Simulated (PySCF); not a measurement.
## Threshold energies of CH in a plasma

PBE in PySCF with def2-TZVPPD on every atom, for the lowest determinant that a PBE0 search found; no spin–orbit coupling.

```csv
species,state (unpaired electrons),Re (Å),ωe (cm⁻¹),energy of the minimum from the neutral (eV),De (eV),dissociates to
CH,doublet (π ↑),1.136,2735,0.00,3.68,H + C
CH⁺,singlet (closed shell),1.154,2678,11.01,4.20,H + C⁺
CH⁻,triplet (π ↑↑),1.149,2532,-1.27,3.74,H + C⁻
```

Question: Work out the lowest energy to break CH into atoms, from its vibrational ground state.

Answer: D0 = De − ωe/2 = 3.68 − 0.17 = 3.51 eV (PBE/def2-TZVPPD).

Question: Work out the ionisation energy of the C atom at this level and the threshold of dissociative ionisation.

Answer: IE(C) = 11.01 + 4.20 − 3.68 = 11.53 eV, so H + C⁺ + e⁻ appears at D0 + IE(C) = 15.04 eV (PBE/def2-TZVPPD). The measured IE(C) is 11.26 eV (NIST ASD).

Question: Work out the electron affinity of the C atom and the threshold of dissociative attachment.

Answer: EA(C) = 3.68 − 3.74 − (-1.27) = 1.21 eV, so H + C⁻ needs D0 − EA(C) = 2.30 eV (PBE/def2-TZVPPD). The measured EA(C) is 1.262 eV.

These are thermodynamic thresholds; the onsets seen under electron impact lie higher where the geometry changes, and cross-sections peak well above them.

For an ion De counts to the pair picked by the measured ionisation energies or electron affinities, which need not be the lowest pair at this level. The highest Kohn–Sham level is positive in this anion. Much of that is self-interaction error, but it also means that the finite basis helps to hold the extra electron. States were picked by a PBE0 search and need not be the measured ground states.
